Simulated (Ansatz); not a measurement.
Energy needed to pull apart CH3AlN (SMILES [CH]=[N][AlH2]), doublet, into free ground-state atoms, from the structure below (displaced at random from a GFN2-xTB minimum); no zero-point or spin–orbit terms; open-shell atoms are treated unrestricted, in their ground-state multiplicity.

C1  (0.631, -1.755, 0.350)
N2  (0.242, -0.588, 0.173)
Al3  (-0.274, 1.148, 0.012)
H4  (0.345, -2.659, -0.296)
H5  (-1.181, 1.586, -1.210)
H6  (0.180, 2.186, 1.030)
(Å)

Ansatz 0.2.0; basis: def2-TZVPP; cores frozen in the correlated methods; orbitals are unrestricted.

```
   method  atomization energy (eV)
    SPW92                    22.64
   PBE-D4                    20.32
r2SCAN-D4                    19.85
  PBE0-D4                    19.71
  wB97X-V                    19.91
  wB97M-V                        ?
       HF                    13.49
      MP2                        ?
     CCSD                    18.69
  CCSD(T)                    19.09
```

(1) What does MP2 give? (Judge from chemistry; the value comes from the calculation.)

(2) What does wB97M-V give? (To be estimated.)

T1 diagnostic: at most 0.020. ⟨S²⟩ of the unrestricted Hartree–Fock references: 0.77 (a pure state has 0.75).

## Answers

(1) Computed: 19.42 eV, which is about 0.33 eV more than CCSD(T)/def2-TZVPP.

(2) By the calculation: 19.87 eV, which is about 0.78 eV more than CCSD(T)/def2-TZVPP.

In triple zeta the MP2 and coupled-cluster atomization energies are still short of their basis limit by a few kcal/mol a bond, whereas those of the functionals are nearly converged, so these differences are not deviations from converged CCSD(T).

For scale, one of the runs: CCSD(T)/def2-TZVPP forces, 146 basis functions (an equivalent command: `ansatz run in.yaml --threads 4`). Hardware: 4 CPU threads, shared host. Wall time 93 s; peak host memory 3.7 GiB.
